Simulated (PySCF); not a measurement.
Compound: C₃H₂F₂.
Numbering: `[CH:1]#[C:2][CH:3]([F:4])[F:5]` (hydrogens: H6 on C1; H7 on C3)

The same species was optimised twice, with GFN2-xTB and with PBE0-D3(BJ)/def2-SVP (PySCF), and the same property calculations (PySCF, gas phase) were run on both structures.

```json
{"coordinate": "C1–H6 (Å)", "GFN2-xTB": "1.050", "PBE0-D3(BJ)/def2-SVP": "1.075", "change": "+0.025"}
{"coordinate": "C1≡C2 (Å)", "GFN2-xTB": "1.196", "PBE0-D3(BJ)/def2-SVP": "1.208", "change": "+0.012"}
{"coordinate": "C2–C3 (Å)", "GFN2-xTB": "1.455", "PBE0-D3(BJ)/def2-SVP": "1.466", "change": "+0.011"}
{"coordinate": "C3–F5 (Å)", "GFN2-xTB": "1.357", "PBE0-D3(BJ)/def2-SVP": "1.348", "change": "-0.009"}
{"coordinate": "C3–F4 (Å)", "GFN2-xTB": "1.357", "PBE0-D3(BJ)/def2-SVP": "1.348", "change": "-0.009"}
{"coordinate": "C3–H7 (Å)", "GFN2-xTB": "1.105", "PBE0-D3(BJ)/def2-SVP": "1.105", "change": "0.000"}
{"coordinate": "F4–C3–F5 (°)", "GFN2-xTB": "106.5", "PBE0-D3(BJ)/def2-SVP": "108.1", "change": "+1.6"}
{"coordinate": "C2–C3–H7 (°)", "GFN2-xTB": "111.9", "PBE0-D3(BJ)/def2-SVP": "111.1", "change": "-0.8"}
{"coordinate": "C2–C3–F4 (°)", "GFN2-xTB": "111.2", "PBE0-D3(BJ)/def2-SVP": "110.5", "change": "-0.7"}
{"coordinate": "C2–C1–H6 (°)", "GFN2-xTB": "178.7", "PBE0-D3(BJ)/def2-SVP": "179.4", "change": "+0.7"}
{"coordinate": "C2–C3–F5 (°)", "GFN2-xTB": "111.2", "PBE0-D3(BJ)/def2-SVP": "110.5", "change": "-0.7"}
{"coordinate": "F4–C3–H7 (°)", "GFN2-xTB": "107.9", "PBE0-D3(BJ)/def2-SVP": "108.3", "change": "+0.4"}
{"coordinate": "F5–C3–H7 (°)", "GFN2-xTB": "107.9", "PBE0-D3(BJ)/def2-SVP": "108.3", "change": "+0.4"}
{"coordinate": "C1–C2–C3 (°)", "GFN2-xTB": "178.0", "PBE0-D3(BJ)/def2-SVP": "177.7", "change": "-0.3"}
```

Rotational constants: A = 10036, B = 3978, C = 3036 MHz (GFN2-xTB) against A = 10046, B = 3950, C = 3006 MHz (PBE0-D3(BJ)/def2-SVP). Point groups within 0.08 Å: Cs and Cs.

On the GFN2-xTB structure: HOMO (eV) -8.97 [PBE0/pcSseg-1]; LUMO (eV) -0.10 [PBE0/pcSseg-1]; dipole (D) 2.26 [PBE0/pcSseg-1]; GIAO shielding of C1 (ppm) 101.6 [PBE0/pcSseg-1]; GIAO shielding of C2 (ppm) 106.7 [PBE0/pcSseg-1]; GIAO shielding of C3 (ppm) 77.4 [PBE0/pcSseg-1]; GIAO shielding of F4/F5 (mean) (ppm) 297.1 [PBE0/pcSseg-1].

What do these properties become on the PBE0-D3(BJ)/def2-SVP structure?

| property | level | on GFN2-xTB | on PBE0-D3(BJ)/def2-SVP | change |
| --- | --- | --- | --- | --- |
| HOMO (eV) | PBE0/pcSseg-1 | -8.97 | -8.86 | +0.11 |
| LUMO (eV) | PBE0/pcSseg-1 | -0.10 | -0.04 | +0.06 |
| dipole (D) | PBE0/pcSseg-1 | 2.26 | 2.18 | -0.08 |
| energy, GFN2-xTB geometry as zero (kcal/mol) | PBE0/pcSseg-1 | 0.0 | -0.1 | -0.1 |
| GIAO shielding of C1 (ppm) | PBE0/pcSseg-1 | 101.6 | 101.1 | -0.5 |
| GIAO shielding of C2 (ppm) | PBE0/pcSseg-1 | 106.7 | 105.5 | -1.2 |
| GIAO shielding of C3 (ppm) | PBE0/pcSseg-1 | 77.4 | 78.1 | +0.7 |
| GIAO shielding of F4/F5 (mean) (ppm) | PBE0/pcSseg-1 | 297.1 | 302.5 | +5.4 |

The heavy atoms differ by 0.024 Å rms after alignment. Among all bonds C1–H6 changes most (+0.025 Å). Changes are differences of the printed values. Neither structure is proved a minimum here.
